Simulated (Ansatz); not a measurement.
**CH4OS (SMILES CSO): single points off equilibrium**

Aim: energy, forces and dipole at a structure displaced at random from a GFN2-xTB minimum, from CCSD(T) and from density functionals.

Method: single points in def2-TZVPP; program: Ansatz 0.2.0, Gaussian basis.

Correlated methods freeze the cores.

## Step 1: Starting geometry

SMILES `CSO`, 7 atoms, charge 0, spin multiplicity 1.

Atoms are counted from 1 here; the program's logs count them from 0.

Bond lengths: C1–S2 1.731 Å, C1–H4 1.137 Å, C1–H5 0.961 Å, C1–H6 1.053 Å, S2–O3 1.719 Å, O3–H7 0.945 Å. Angles: S2–C1–H4 104.2°, S2–C1–H5 107.9°, S2–C1–H6 109.2°, H4–C1–H5 96.2°, H4–C1–H6 114.3°, H5–C1–H6 123.1°, C1–S2–O3 103.9°, S2–O3–H7 106.9°.

As a file:

```xyz
7
CH4OS
C    -0.71460    0.53940   -0.21730
S     0.95550    0.19950   -0.51960
O     1.23970   -1.26620    0.33320
H    -1.26480   -0.35580   -0.65090
H    -1.01060    1.17280   -0.87710
H    -0.85860    0.67710    0.81640
H     1.57890   -1.02790    1.18270
```

## Step 2: CCSD(T)/def2-TZVPP

The input, run/in.yaml:

```yaml
crystal:
  periodic: [false, false, false]
  atoms:
    - {symbol: C, position_ang: [-0.714600, 0.539400, -0.217300]}
    - {symbol: S, position_ang: [0.955500, 0.199500, -0.519600]}
    - {symbol: O, position_ang: [1.239700, -1.266200, 0.333200]}
    - {symbol: H, position_ang: [-1.264800, -0.355800, -0.650900]}
    - {symbol: H, position_ang: [-1.010600, 1.172800, -0.877100]}
    - {symbol: H, position_ang: [-0.858600, 0.677100, 0.816400]}
    - {symbol: H, position_ang: [1.578900, -1.027900, 1.182700]}
basis:
  gaussian: {orbitals: def2-TZVPP}
correlation: {method: ccsd_t}
output: {forces: true}
```

The command line of these runs was not kept.

## Step 3: PBE0-D4/def2-TZVPP

run/in.yaml, as its differences from that of step 2:

```diff
@@ -12,3 +12,3 @@
   gaussian: {orbitals: def2-TZVPP}
-correlation: {method: ccsd_t}
-output: {forces: true}
+hamiltonian: {xc: pbe0, dispersion: d4}
+output: {forces: true, orbitals: {seedname: orbitals}}
```

## Step 4: wB97M-V/def2-TZVPP

run/in.yaml, as its differences from that of step 3:

```diff
@@ -12,3 +12,3 @@
   gaussian: {orbitals: def2-TZVPP}
-hamiltonian: {xc: pbe0, dispersion: d4}
-output: {forces: true, orbitals: {seedname: orbitals}}
+hamiltonian: {xc: {name: wB97M-V}}
+output: {forces: true}
```

## Step 5: r2SCAN-D4/def2-TZVPP

run/in.yaml, as its differences from that of step 4:

```diff
@@ -12,3 +12,3 @@
   gaussian: {orbitals: def2-TZVPP}
-hamiltonian: {xc: {name: wB97M-V}}
+hamiltonian: {xc: r2scan, dispersion: d4}
 output: {forces: true}
```

## Step 6: PBE-D4/def2-TZVPP

run/in.yaml, as its differences from that of step 5:

```diff
@@ -12,3 +12,3 @@
   gaussian: {orbitals: def2-TZVPP}
-hamiltonian: {xc: r2scan, dispersion: d4}
+hamiltonian: {xc: pbe, dispersion: d4}
 output: {forces: true}
```

## Step 7: HSE06-D4/def2-TZVPP

run/in.yaml, as its differences from that of step 6:

```diff
@@ -12,3 +12,3 @@
   gaussian: {orbitals: def2-TZVPP}
-hamiltonian: {xc: pbe, dispersion: d4}
+hamiltonian: {xc: hse06, dispersion: d4}
 output: {forces: true}
```

## Step 8: BLYP-D4/def2-TZVPP

run/in.yaml, as its differences from that of step 7:

```diff
@@ -12,3 +12,3 @@
   gaussian: {orbitals: def2-TZVPP}
-hamiltonian: {xc: hse06, dispersion: d4}
+hamiltonian: {xc: {name: BLYP}, dispersion: d4}
 output: {forces: true}
```

(Steps that only read results are left out.)

Q: Predict the outcome of this session. Wanted: energy less free atoms, CCSD(T)/def2-TZVPP; RMS force component; RMS force error; HOMO and LUMO, PBE0-D4; T1 diagnostic.

The runs gave:

| quantity | value |
| --- | --- |
| energy less free atoms, CCSD(T)/def2-TZVPP | -531.3 kcal/mol |
| RMS force component | 2.198 to 2.242 eV/Å over the methods |
| RMS force error | PBE0-D4 0.140, wB97M-V 0.099, r2SCAN-D4 0.073, PBE-D4 0.215, HSE06-D4 0.137, BLYP-D4 0.271 eV/Å |
| HOMO and LUMO, PBE0-D4 | -6.43 and -0.36 eV |
| T1 diagnostic | 0.012 |

What this shows: Against CCSD(T) the functionals' energies less atoms differ by -31.6 to -16.7 kcal/mol, PBE-D4 by -31.6 kcal/mol. The reference is not at the basis limit: in triple zeta CCSD(T) underbinds, which counts against methods that bind more; the gaps are no ranking. On forces the order runs from r2SCAN-D4 to BLYP-D4. Frozen-core CCSD(T) forces in triple zeta carry basis errors of their own, and this is one geometry, so small gaps rank nothing.
